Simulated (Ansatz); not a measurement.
System: grey tin (α-Sn). Method: BLYP (Ansatz, a quantum-chemistry and plane-wave program, plane waves, PAW).

Run with plane-wave cutoff 520 eV, 20×20×20 k mesh, Fermi–Dirac smearing 0.05 eV, perturbation theory, scalar-relativistic PAW data made under PBE.

Computed at the level's own relaxed cell.

Harmonic phonon frequencies (cm⁻¹; i marks an imaginary mode):

```json
[
 {"q point": "Γ", "frequencies": "0 0 0 158 158 158"},
 {"q point": "X", "frequencies": "(withheld)"},
 {"q point": "L", "frequencies": "35 35 119 131 157 157"}
]
```

Problem. Fill in the missing entries.

Solution. 
- X, frequencies: 41 41 130 130 150 150

Measured, for comparison: zone-centre TO phonon frequency 200 cm⁻¹ (low temperature, zero-point motion not removed; as tabulated in Tanner et al. (2021), arXiv:2110.11888). Computed (rounded) less measured: zone-centre TO phonon frequency -21 %.

No imaginary mode appears at these points.

Note: the solid has no gap at this level, which affects its response.
